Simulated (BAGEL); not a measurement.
# HNO3 (nitric acid): B3LYP/def2-SVPD (density fitting with cc-pvqz-jkfit)

What is the energy change on altering one bond length of HNO3 (nitric acid) at B3LYP/def2-SVPD (density fitting with cc-pvqz-jkfit)? 

Program for the calculation: BAGEL 1.2.2.

2 further runs of the same task are left out: 2 set aside as unsound or not needed.

## (1) The structure to begin with

HNO3: 5 atoms, total charge 0, spin state singlet. SMILES: `O=[N+]([O-])O`. The shape is that of a PBE0-D4/def2-TZVP optimisation. This is one conformer, not always the lowest.

Bond lengths: O1–N2 1.186 Å, N2–O3 1.201 Å, N2–O4 1.385 Å, O4–H5 0.970 Å. Angles: O1–N2–O3 130.2°, O1–N2–O4 114.2°, O3–N2–O4 115.7°, N2–O4–H5 103.1°.

## (2) A single-point energy at B3LYP/def2-SVPD (density fitting with cc-pvqz-jkfit)

calc.json

```json
{ "bagel": [

{
  "title": "molecule",
  "basis": "def2-svpd.json",
  "df_basis": "cc-pvqz-jkfit",
  "angstrom": true,
  "geometry": [
    { "atom": "O", "xyz": [    1.317870,   -0.315800,    0.746500 ] },
    { "atom": "N", "xyz": [    0.253090,   -0.279730,    0.226190 ] },
    { "atom": "O", "xyz": [   -0.596440,   -1.123960,    0.141450 ] },
    { "atom": "O", "xyz": [   -0.044080,    0.932950,   -0.373960 ] },
    { "atom": "H", "xyz": [   -0.930440,    0.786540,   -0.740170 ] }
  ]
},
{
  "title": "ks",
  "xc_func": "b3lyp"
},
{
  "title": "print",
  "file": "orbitals.molden",
  "orbitals": true
}

]}
```

The basis set def2-SVPD is read from a file made from the Basis Set Exchange's data (not shown).

Run with:

```
$ BAGEL_NUM_THREADS=1 BAGEL calc.json > calc.out
```

The log of the run:

```text
* using 1 threads per process

  ===============================================================
  ===============================================================

  *** Geometry ***

  { "atom" : "O", "xyz" : [      2.490413,     -0.596776,      1.410681 ] },
  { "atom" : "N", "xyz" : [      0.478271,     -0.528613,      0.427437 ] },
  { "atom" : "O", "xyz" : [     -1.127108,     -2.123977,      0.267302 ] },
  { "atom" : "O", "xyz" : [     -0.083299,      1.763020,     -0.706682 ] },
  { "atom" : "H", "xyz" : [     -1.758277,      1.486345,     -1.398719 ] },

  Number of auxiliary basis functions:      475

  Since a DF basis is specified, we compute 2- and 3-index integrals:
    o Being stored without compression. Storage requirement is 0.036 GB

  Number of basis functions:       97
  Number of electrons      :       32

    * METHOD: MOLECULE                             0.16

  *** Kohn-Sham DFT ***

    * Removing 8490 points whose weight is below 1.00e-10
    * Grid points: 66040

  === Nuclear Repulsion ===
   127.6359633179

       - DIIS with orbital gradients will be used.

  === KS iteration (b3lyp / def2-svpd.json) ===
      0       -253.73394864          0.14384288           0.19
      1       -228.91142060          0.20492641           0.18
      2       -243.82592163          0.15239959           0.18
      3       -270.35748410          0.14669380           0.20
      4       -279.31538796          0.06115596           0.30
      5       -278.02643587          0.07890326           0.19
      6       -279.28355675          0.05862938           0.19
      7       -279.42680780          0.05669684           0.20
      8       -277.71189615          0.07654666           0.19
      9       -280.54389122          0.01872278           0.19
     10       -280.63685857          0.01318092           0.20
     11       -280.69448561          0.00302879           0.19
     12       -280.69571369          0.00234816           0.20
     13       -280.69796418          0.00075197           0.19
     14       -280.69821324          0.00006028           0.19
     15       -280.69821447          0.00002744           0.19
     16       -280.69821475          0.00000469           0.19
     17       -280.69821476          0.00000165           0.19
     18       -280.69821476          0.00000197           0.19
     19       -280.69821476          0.00000103           0.20
     20       -280.69821476          0.00000008           0.19
     21       -280.69821476          0.00000004           0.19
     22       -280.69821476          0.00000002           0.20
     23       -280.69821476          0.00000000           0.20
    * SCF iteration converged.

    * Permanent dipole moment:
           (    0.670129,    -0.440689,     0.485521) a.u.

    * METHOD: KS                                   4.98

    * METHOD: PRINT                                0.01

  ===============================================================
```

Wall time 5.7 s (1 thread of Intel Xeon 6975P-C (Granite Rapids), shared host); peak memory 0.32 GiB.

## (3) The distorted shape at the same level

input.json

```json
{ "bagel" : [

{
  "title" : "molecule",
  "basis" : "def2-svpd.json",
  "df_basis" : "cc-pvqz-jkfit",
  "angstrom" : true,
  "geometry" : [
    { "atom" : "O", "xyz" : [    1.997491,    0.359581,    0.814292 ] },
    { "atom" : "N", "xyz" : [    0.932711,    0.395651,    0.293982 ] },
    { "atom" : "O", "xyz" : [   -0.596440,   -1.123960,    0.141450 ] },
    { "atom" : "O", "xyz" : [    0.635541,    1.608331,   -0.306168 ] },
    { "atom" : "H", "xyz" : [   -0.250819,    1.461921,   -0.672378 ] }
  ]
},
{
  "title" : "ks",
  "xc_func" : "b3lyp"
},
{
  "title" : "print",
  "file" : "orbitals.molden",
  "orbitals" : true
}

]}
```

The basis set def2-SVPD is read from a file made from the Basis Set Exchange's data (not shown).

Run with:

```
$ BAGEL_NUM_THREADS=1 BAGEL input.json > input.out
```

The log of the run:

```text
* using 1 threads per process

  ===============================================================
  ===============================================================

  *** Geometry ***

  { "atom" : "O", "xyz" : [      3.774711,      0.679510,      1.538789 ] },
  { "atom" : "N", "xyz" : [      1.762568,      0.747672,      0.555545 ] },
  { "atom" : "O", "xyz" : [     -1.127108,     -2.123977,      0.267302 ] },
  { "atom" : "O", "xyz" : [      1.200998,      3.039305,     -0.578574 ] },
  { "atom" : "H", "xyz" : [     -0.473979,      2.762630,     -1.270610 ] },

  Number of auxiliary basis functions:      475

  Since a DF basis is specified, we compute 2- and 3-index integrals:
    o Being stored without compression. Storage requirement is 0.036 GB

  Number of basis functions:       97
  Number of electrons      :       32

    * METHOD: MOLECULE                             0.15

  *** Kohn-Sham DFT ***

    * Removing 7329 points whose weight is below 1.00e-10
    * Grid points: 67201

  === Nuclear Repulsion ===
   107.3566479299

       - DIIS with orbital gradients will be used.

  === KS iteration (b3lyp / def2-svpd.json) ===
      0       -239.24209235          0.11853263           0.19
      1       -162.17581263          0.23540777           0.19
      2       -242.22450514          0.14532590           0.19
      3       -258.50705698          0.20749479           0.28
      4       -275.71785314          0.09757636           0.20
      5       -271.56248422          0.12048686           0.20
      6       -278.65777304          0.05926276           0.20
      7       -277.74578594          0.07196831           0.20
      8       -259.81565526          0.13401768           0.20
      9       -279.14045104          0.03967815           0.20
[... 26 lines of this table left out ...]
     36       -280.52791294          0.00000004           0.19
     37       -280.52791294          0.00000003           0.19
     38       -280.52791294          0.00000004           0.19
     39       -280.52791294          0.00000001           0.19
    * SCF iteration converged.

    * Permanent dipole moment:
           (   -0.056129,    -1.070741,     0.378348) a.u.

    * METHOD: KS                                   8.05

    * METHOD: PRINT                                0.01

  ===============================================================
```

Run time: 8.7 s. Hardware: 1 thread of Intel Xeon 6975P-C (Granite Rapids), shared host; peak memory 0.32 GiB.

## (4) Outcome

Level: B3LYP/def2-SVPD (density fitting with cc-pvqz-jkfit).

| quantity | value |
| --- | --- |
| first shape: total energy | -280.69821 Eh |
| first shape: dipole moment | 2.38 D |
| first shape: HOMO energy | -9.43 eV |
| first shape: LUMO energy | -2.56 eV |
| first shape: HOMO–LUMO gap | 6.87 eV |
| distorted shape: total energy | -280.52791 Eh |
| distorted shape: dipole moment | 2.89 D |
| distorted shape: HOMO energy | -8.34 eV |
| distorted shape: LUMO energy | -5.44 eV |
| distorted shape: HOMO–LUMO gap | 2.90 eV |
| energy change with the N2–O3 bond stretched from 1.201 to 2.161 Å | 4.634 eV |

**Reading.** One bond (distorted shape) is far stretched, which a spin-restricted single reference describes badly; a broken-symmetry solution may lie lower. With the N2–O3 bond stretched from 1.201 to 2.161 Å the energy rises by 4.63 eV (107 kcal/mol). The first shape isn't relaxed at this level, so the change isn't measured from a minimum. A restricted reference can't describe the breaking bond well at this length.
